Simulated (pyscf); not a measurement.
Single points on ωB97X-D3(BJ)/def2-SVP structures (PySCF, gas phase).

Task: For `[CH4]` + `[CH3][Ga][NH2]` [doublet] → `[CH3][Ga]([CH3])[NH2]` + `[H]` [doublet], a substitution at C (doublet surface; C–H broken, C–Ga formed), PBE/def2-TZVP gives ΔE‡ = 44.9 kcal/mol and ΔE = +32.6 kcal/mol (zero: the separated reactants). In which direction and how far do B3LYP-D3(BJ)/def2-TZVP, M06-2X/def2-TZVP, ωB97M-D3(BJ)/def2-TZVP move these?

Result: B3LYP-D3(BJ): ΔE‡ = 49.6 kcal/mol, ΔE = +35.2 kcal/mol; M06-2X: ΔE‡ = 52.1 kcal/mol, ΔE = +32.2 kcal/mol; ωB97M-D3(BJ): ΔE‡ = 52.9 kcal/mol, ΔE = +32.2 kcal/mol. PBE's barrier lies under all of them, by 4.7 to 8.0 kcal/mol. Its reaction energy lies among theirs. Low barriers are usual for a GGA, whose delocalisation error favours stretched bonds. This is the saddle that the search found; another between the same sides may lie lower. The angle at the attacked C is 174°. Elements up to Kr have no core potential and no relativistic terms here.
